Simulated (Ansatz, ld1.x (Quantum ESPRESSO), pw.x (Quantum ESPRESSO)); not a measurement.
**Equation-of-state test of one TM potential (W)**

ld1.x (Quantum ESPRESSO) 7.5 input, shortened:

```
&input
   title='W', zed=74., rel=1, dft='PBESOL', iswitch=3,
   config='[Xe] 4f14 5d4 6s1.5 6p0'
 /
 &inputp
   pseudotype=2, tm=.true., lloc=0,
   nlcc=.false.
 /
3
6P  2  1   0.00   0.00  3.35  3.35  0.0
5D  3  2   4.00   0.00  1.95  1.95  0.0
6S  1  0   1.50   0.00  2.05  2.05  0.0
 &test
   configts(1)='5d4 6s1.5 6p0'
 /
```

Atomic tests: cutoffs needed: 30 Ry and 45 Ry (the cutoffs (Ry, on a coarse ladder) from which the occupation-weighted sum of valence levels, in a spherical-Bessel basis at the reference potential, stays within 10 and 1 mRy of its value at 400 Ry); ghost test: no extra level below or beside the all-electron valence levels (p, d, s, f tested) (spherical-Bessel basis up to 400 Ry, 20 bohr box); largest excitation error: -25 meV (all-electron minus pseudo) for 5d3 6s2 6p1, out of 7 test configurations.

Crystal test: diamond W in pw.x 7.5, no spin, 8³ k-points, Fermi–Dirac smearing 0.01 Ry, cutoffs 55/220 Ry. The reference is all-electron LAPW (Ansatz 0.2.0) with the same functional, mesh and smearing; V0 and B0 come from Birch–Murnaghan fits to the pressures at five volumes. Errors are pseudo minus all-electron; Δ is the rms difference of the E(V) curves that follow from these fits, minima aligned, over ±6 % about the mean V0. Mesh and smearing are coarse, so the numbers serve the comparison and aren't converged zero-temperature values; the lattice is a test structure that the element need not adopt.

```csv
V (Å³/atom),P all-electron (GPa),P pseudo (GPa)
22.719,7.14,8.44
23.317,3.29,4.63
23.915,-0.12,1.24
24.513,-3.15,-1.79
25.111,-5.84,-4.50
```

All-electron: a0 = 5.760 Å (V0 = 23.89 Å³/atom), B0 = 129.0 GPa.

Pseudopotential: mean pressure error (GPa): +1.34; a0 (Å): 5.781; a0 error (%): +0.36; B0 error (%): -4.1; Δ (meV/atom): 7.1. The largest radius (3.35 bohr) exceeds half the bond length (2.36 bohr), so the spheres overlap, which is one possible source of error among others.

Problem. At the middle volume, how do free energy and pressure move when the wave cutoff is lowered (ecutrho kept at four times it)?

Solution.

| cutoff (Ry) | shift of F (meV/atom) | shift of P (GPa) |
| --- | --- | --- |
| 25 | +453.4 | -14.62 |
| 33 | +35.0 | -1.41 |
| 44 | +10.7 | +0.13 |

The run at the middle volume (29 k-points, 8 iterations) took about 13 s on one core of a shared host (Neoverse-V1, 64 threads, 495 GiB, load 21).
